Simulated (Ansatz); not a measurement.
**C2H2O: how energies converge with the basis set**

One table from this session's results is given with a row withheld; the runs are named, their logs left out.

The runs use Ansatz 0.2.0, Gaussian basis; one geometry, several basis sets.

The runs, in order: PBE0-D4/def2-SVP; ωB97M-V/def2-SVP; PBE0-D4/def2-QZVPP; ωB97M-V/def2-QZVPP; CCSD(T)/cc-pV(D+d)Z; CCSD(T)/cc-pV(T+d)Z; CCSD(T)/cc-pV(Q+d)Z; the functionals' def2-TZVPP values are taken from earlier runs.

## The geometry

An earlier PBE0-D4 in a triple-zeta def2 set relaxation fixed the geometry.

5 atoms, charge 0, spin multiplicity 1.

Atoms are counted from 1 here; the program's logs count them from 0.

Bond lengths: C1–C2 1.348 Å, C1–O3 1.262 Å, C1–H4 1.091 Å, C2–H5 1.086 Å. Angles: C2–C1–O3 90.8°, C2–C1–H4 141.0°, O3–C1–H4 127.7°, C1–C2–H5 122.3°.

Geometry (Å):

```mol
C2H2O
  3D, bonds by distance, orders not assigned

  5  4  0  0  0  0  0  0  0  0999 V2000
   -0.4167   -0.2653   -0.1899 C   0  0
    0.2610    0.6904    0.4759 C   0  0
    0.2546   -1.1666    0.3840 O   0  0
   -1.2748   -0.3916   -0.8510 H   0  0
    1.2259    1.0593    0.1396 H   0  0
  1  2  8  0
  1  3  8  0
  1  4  8  0
  2  5  8  0
M  END
```

Set-up of the first run:

The input, in.yaml:

```yaml
crystal:
  periodic: [false, false, false]
  atoms:
    - {symbol: C, position_ang: [-0.416670, -0.265255, -0.189918]}
    - {symbol: C, position_ang: [0.261004, 0.690431, 0.475868]}
    - {symbol: O, position_ang: [0.254570, -1.166577, 0.384047]}
    - {symbol: H, position_ang: [-1.274781, -0.391553, -0.850994]}
    - {symbol: H, position_ang: [1.225877, 1.059253, 0.139597]}
basis:
  gaussian: {orbitals: def2-SVP}
hamiltonian: {xc: pbe0, dispersion: d4}
output: {orbitals: {seedname: orbitals}}
```

The run is started by

```
ansatz run in.yaml --threads 4 --pin off --events-out ev --progress --plain --max-ram 10444MiB
```

Steps of the session up to this table: PBE0-D4 in def2-SVP; ωB97M-V in def2-SVP; PBE0-D4 in def2-QZVPP; ωB97M-V in def2-QZVPP.

One of the session's tables, all rows but one given; the rest of the session is left out.

It belongs to the step «Functionals by basis». 

| functional | basis | HOMO (eV) |
| --- | --- | --- |
| PBE0-D4 | def2-SVP | -6.76 |
| PBE0-D4 | def2-TZVPP | ? |
| PBE0-D4 | def2-QZVPP | -6.97 |
| ωB97M-V | def2-SVP | -9.00 |
| ωB97M-V | def2-TZVPP | -9.21 |
| ωB97M-V | def2-QZVPP | -9.25 |

Estimate the missing values for PBE0-D4, def2-TZVPP.

The run gave: HOMO (eV): -6.93. In the column «HOMO (eV)» it lies between PBE0-D4, def2-QZVPP (-6.97) and PBE0-D4, def2-SVP (-6.76).
